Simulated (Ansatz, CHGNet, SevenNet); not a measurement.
## bcc Li: properties by level of theory

Reference values: lattice constant a 3.449 Å (measured, low-temperature or extrapolated to 0 K; zero-point anharmonic expansion removed, sources range from 3.443 to 3.453; as tabulated in Csonka et al. (2009), arXiv:0903.4037); elastic constant C11 14.7 GPa (measured, temperature not stated, no zero-point or thermal correction, sources range from 13.4 to 14.7; as tabulated in arXiv:1601.06701); elastic constant C44 9.6 GPa (measured, temperature not stated, no zero-point or thermal correction, sources range from 9.6 to 10.7; as tabulated in Mechanics & Industry (2023), article mi220138, Table 3).

| level (code) | lattice parameter a (Å) | elastic constant C11 (GPa) | elastic constant C44 (GPa) | Voigt–Reuss–Hill shear modulus (GPa) |
|---|---|---|---|---|
| CHGNet 0.3.0 (CHGNet) | 3.409 | 15.2 | 10.7 | 5.9 |
| CHGNet-r²SCAN (CHGNet) | 3.413 | 8.4 | 5.6 | 2.3 |
| SevenNet-0 (SevenNet) | 3.428 | 20.5 | 9.6 | 5.1 |
| LDA (Ansatz) | 3.363 | 16.4 | 11.9 | 4.9 |
| PBE (Ansatz) | 3.435 | 15.5 | 11.6 | 5.0 |
| r²SCAN (Ansatz) | 3.477 | 14.7 | 11.3 | 5.0 |

Differences from the reference values (errors of the level alone only where the reference is corrected to a static lattice):

```json
[
 {"level": "CHGNet 0.3.0", "lattice constant a (%)": "-1.16", "elastic constant C11 (%)": "+3.4"},
 {"level": "CHGNet-r²SCAN", "lattice constant a (%)": "-1.04", "elastic constant C11 (%)": "-43"},
 {"level": "SevenNet-0", "lattice constant a (%)": "-0.61", "elastic constant C11 (%)": "+39"},
 {"level": "LDA", "lattice constant a (%)": "-2.49", "elastic constant C11 (%)": "+11.6"},
 {"level": "PBE", "lattice constant a (%)": "-0.41", "elastic constant C11 (%)": "+5.4"},
 {"level": "r²SCAN", "lattice constant a (%)": "+0.81", "elastic constant C11 (%)": "0.0"}
]
```

Nearest: lattice constant a, PBE; elastic constant C11, not ranked (reference at room or unstated temperature).

Machine-learned potentials (CHGNet 0.3.0, CHGNet-r²SCAN, SevenNet-0) are trained on DFT data, which may include these solids.

Ansatz's density-functional and Hartree–Fock values are scalar-relativistic unless marked +SOC, with PAW data made under PBE.

Differences are worked out from the printed values.

Ansatz is an electronic-structure program.
